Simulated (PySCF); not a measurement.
These compounds are isomers of formula C$_{5}$H$_{6}$.

A. `C(C)=C1C=C1`
B. SMILES C=CC1=CC1
C. `C#C/C=C/C`

Spectrum 1. 1H NMR (500 MHz, computed): δ 6.42 (dqd, J = 16.8, 8.3, 1.1 Hz, 1H), 5.58 (ddq, J = 16.8, 3.7, 2.6 Hz, 1H), 2.93 (d of quint, J = 3.7, 1.3 Hz, 1H), 1.89 (ddd, J = 8.3, 2.6, 1.4 Hz, 3H). 13C{1H} NMR (computed): δ 152.7 (CH), 117.7 (CH), 85.9 (CH), 84.9 (C), 22.0 (CH3).

Spectrum 2. 1H NMR (500 MHz, computed): δ 8.21 (dd, J = 2.7, 2.0 Hz, 1H), 8.09 (t, J = 2.6 Hz, 1H), 4.15 (qt, J = 7.3, 2.3 Hz, 1H), 1.75 (d, J = 7.3 Hz, 3H). 13C{1H} NMR (computed): δ 140.9 (CH), 140.7 (CH), 117.2 (C), 76.0 (CH), 17.6 (CH3).

Spectrum 3. 1H NMR (500 MHz, computed): δ 7.06 (quint, J = 1.2 Hz, 1H), 6.89 (dd, J = 18.2, 11.3 Hz, 1H), 5.99 (ddq, J = 11.3, 2.2, 1.2 Hz, 1H), 5.85 (ddq, J = 18.2, 2.2, 1.1 Hz, 1H), 1.23 (q, J = 1.1 Hz, 2H). 13C{1H} NMR (computed): δ 133.5 (CH2), 132.2 (CH), 123.4 (C), 113.4 (CH), 7.7 (CH2).

Theory: B3LYP/pcJ-1 coupling constants (spin–dipole term left out of most H,H and C,H couplings), structure optimised with PBE0-D3(BJ)/def2-SVP, shieldings: GIAO PBE0/pcSseg-1, in PySCF 2.14.0 with density-fitted response routines (rapidly exchanging positions averaged, relativity neglected, no solvent, single conformer).

δ = σ(ref) − σ, references computed at the same level: 1H and 13C vs TMS. Multiplet labels drop J under 1 Hz and among equivalent protons, and merge close values. Unscaled 3J(H,H) run several per cent high. Shifts are as computed. Against solution values, carbons near 30 ppm lie about +2 ppm off and those near 130 ppm about +5 ppm. Of 1211 compounds with measured shifts, 218 miss one by over three times the rms of a fit or turn the order of signals round; such compounds aren't used in these exercises.

Problem. Match each spectrum to its structure.

Solution. 1–C, 2–A, 3–B.

- Spectrum 1 (C): 5 13C signals; δC 152.7 is an alkene CH; δC 117.7 is an alkene CH.
- Spectrum 2 (A): 5 13C signals; δC 140.9 is an alkene CH; δC 140.7 is an alkene CH.
- Spectrum 3 (B): 5 13C signals; δC 133.5 is a terminal =CH2 carbon; δC 132.2 is an alkene CH.
